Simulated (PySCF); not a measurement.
Compound: Al(NH3)H3.
Structure used (PBE0-D3(BJ)/def2-SVP), in Å, numbered top down from 1:
```
atom  x, y, z in Å
Al1   -0.004    0.004   -1.082
N2     0.003   -0.004    0.993
H3    -0.945    0.030    1.371
H4     0.509    0.800    1.365
H5     0.450   -0.844    1.363
H6     1.582   -0.027   -1.339
H7    -0.771    1.394   -1.329
H8    -0.825   -1.353   -1.343
```

The closed-shell ground state was solved at several levels (PySCF, density fitting, gas phase, non-relativistic).

| level | basis functions | total energy (Eh) | HOMO (eV) | LUMO (eV) | gap (eV) | dipole (D) |
| --- | --- | --- | --- | --- | --- | --- |
| B3LYP/pcSseg-1 (pcSseg-2 on Al) | 90 | -300.8342 | -7.21 | -0.62 | 6.59 | 5.64 |
| wB97X-D/def2-SVPD | 92 | -300.6636 | -9.34 | 1.14 | 10.48 | 5.44 |
| PBE/pcSseg-1 (pcSseg-2 on Al) | 90 | -300.5786 | -6.14 | -1.11 | 5.03 | 5.63 |

(1) Estimate the row for PBE0/pcSseg-1 (pcSseg-2 on Al), a basis of 90 functions; the other rows only guide the guess.

(2) Over all these levels, which gives the widest orbital gap and which the narrowest?

(3) In the pcSseg-1 (pcSseg-2 on Al) basis, how does the gap go with the fixed share of exact exchange?

(4) How far do the dipole and the HOMO energy spread over the levels?

Answers

(1) Total energy -300.6124 Eh, HOMO -7.40 eV, LUMO -0.30 eV, gap 7.10 eV, dipole 5.65 D.

(2) wB97X-D/def2-SVPD (range-separated hybrid) has the widest, 10.48 eV, and PBE/pcSseg-1 (pcSseg-2 on Al) (GGA) the narrowest, 5.03 eV. Functional and basis both differ between the two, so the spread mixes both effects.

(3) PBE (0 %) 5.03 eV; B3LYP (20 %) 6.59 eV; PBE0 (25 %) 7.10 eV. Each rise in the share widens the gap here.

(4) The dipole runs from 5.44 to 5.65 D (mean 5.59 D) and the HOMO from -9.34 to -6.14 eV.

Note: wB97X-D ran without an empirical dispersion term, which enters the total energy and its gradient alone.
